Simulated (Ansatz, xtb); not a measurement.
# Two structures of COS−

Structure I is a doublet given by its coordinates and structure II is a doublet given by its coordinates. Both are isolated ions in the gas phase, relaxed with PBE0-D3(BJ)/def2-SVPD.

I (Å):

```xyz
3

C     0.3119   -0.0543   -0.3071
O    -0.3354    1.1366   -0.2804
S    -1.4702   -0.0368    0.4246
```

Close contacts (Å): C1–O2 1.36, C1–S3 1.93, O2–S3 1.78.

II (Å):

```xyz
3

C     2.0009   -2.1611    0.7473
O     1.2486    0.4254    0.1207
S     0.9157   -0.9687    0.7257
```

Close contacts (Å): C1–S3 1.61, O2–S3 1.56.

Energies in hartree; the thermal terms are from PBE0-D3(BJ)/def2-SVPD harmonic frequencies (ideal gas, rigid rotor, one conformer each, 298.15 K, 1 atm) and include the zero-point energy:

|  | I | II |
| --- | --- | --- |
| E, CCSD(T)/def2-SVPD | −510.399532 | −510.421154 |
| zero-point energy | 0.004977 | 0.005265 |
| H(298 K) − E | 0.009209 | 0.009495 |
| G(298 K) − E | −0.020629 | −0.020343 |

Problem. Work out ΔE, ΔE₀, ΔH and ΔG for I → II in kcal/mol (1 Eh = 627.51 kcal/mol) and the equilibrium ratio [II]/[I].

Solution. 1. ΔE = −510.421154 − (−510.399532) = −0.021622 Eh = −13.57 kcal/mol.
2. ΔE₀ = ΔE + ΔZPE = −0.021622 + (+0.000288) Eh = −13.39 kcal/mol.
3. ΔH = ΔE + (+0.000286) Eh = −13.39 kcal/mol.
4. ΔG = ΔE + (+0.000286) Eh = −13.39 kcal/mol, so ΔS = (ΔH − ΔG)/T = 0.0 J/(mol K).
5. kT = 0.9442 mEh, so K = [II]/[I] = exp(−ΔG/kT) = exp(+22.60) ≈ 6.5 × 10^9.

Structure II is favoured at this temperature. An error of 1 kcal/mol in ΔG would change K by a factor of 5.4. GFN2-xTB, HF/STO-3G gave ΔE the other sign. Mirror images and further conformers aren't counted.

Other levels gave ΔE = +10.1 (GFN2-xTB); +60.1 (HF/STO-3G, GFN2-xTB geometries); −16.8 (r2SCAN-D4/def2-SVPD, GFN2-xTB geometries); −12.0 (PBE0-D3(BJ)/def2-SVPD); −10.4 (HF/def2-SVPD); −10.6 (MP2/def2-SVPD) kcal/mol. Open shells are spin-unrestricted, with notable spin contamination. The correlated steps freeze 7 core orbitals. Programs: Ansatz 0.2.0, xtb 6.7.1.
